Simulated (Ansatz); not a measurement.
Species: C2H4, charge 0, singlet. C2H4 (ethene, SMILES C=C).
B3LYP-D3(BJ)/def2-TZVP minimum from Ansatz (a program for electronic structure):
```xyz
6

C     -0.0012    -0.0058     0.6623
C      0.0012     0.0058    -0.6623
H      0.0167     0.9104     1.2401
H     -0.0212    -0.9321     1.2238
H      0.0212     0.9321    -1.2238
H     -0.0167    -0.9104    -1.2401
```

Hartree-Fock and CCSD correlation energies in hartree (Ansatz). Radicals and triplets start from unrestricted determinants; spin-orbit coupling is neglected. Correlated methods leave the cores frozen. No relativity.

| basis | X | E(HF) | E(corr, CCSD) |
|---|---|---|---|
| cc-pVTZ | 3 | -78.06404 | -0.35970 |
| cc-pVQZ | 4 | -78.06933 | -0.37610 |
| cc-pV5Z | 5 | -78.07066 | withheld |

Problem. Fit E(corr) = E∞ + A/X³ to X = 3 and 4, predict X = 5, and compare with the run.

Solution. A = (-0.35970 - (-0.37610))/(1/27 - 1/64) = 0.7659; E∞ = -0.37610 - A/64 = -0.38807; at X = 5, E∞ + A/125 = -0.38194. The run gave -0.38116, 0.78 mEh above the prediction. The same form on X = 4 and 5 gives E∞ = -0.38647, 1.60 mEh above the first estimate.
